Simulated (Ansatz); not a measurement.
C2H6FNS, SMILES `NCSCF`, relaxed with RKS PBE-D4/def2-SVP in Ansatz 0.2.0 from a rough embedded geometry. The force threshold is 0.03 eV/Å; the program also tests the step.

Charge 0, multiplicity 1.

Start:

```xyz
11

N    -1.245   -0.328   -1.646
C    -0.207   -0.392   -0.662
S    -0.549    0.894    0.514
C     0.688    0.557    1.738
F     1.895    0.289    1.163
H    -1.322    0.576   -2.045
H    -0.929   -0.917   -2.481
H    -0.189   -1.322   -0.179
H     0.734   -0.207   -1.143
H     0.366   -0.431    2.262
H     0.756    1.281    2.479
```

Q: How much energy does the relaxation release, and in how many steps? (Estimate.)

A: Computed: 64.34 kJ/mol, in 9 steps, 1 of them rejected.

Q: Which bonds change most? (Estimate.)

A: Computed: C2–S3 from 1.776 to 1.855 Å; C4–H11 from 1.038 to 1.111 Å; C2–H8 from 1.049 to 1.111 Å; C4–H10 from 1.163 to 1.113 Å.

Q: Give the relaxed structure. (Estimate.)

A: Ansatz gave: 
```xyz
11

N    -1.144   -0.132   -1.777
C    -0.405   -0.506   -0.595
S    -0.736    0.760    0.720
C     0.778    0.559    1.684
F     1.914    1.015    1.031
H    -0.689    0.646   -2.269
H    -1.220   -0.921   -2.428
H    -0.766   -1.494   -0.239
H     0.707   -0.553   -0.688
H     0.936   -0.513    1.942
H     0.624    1.140    2.618
```
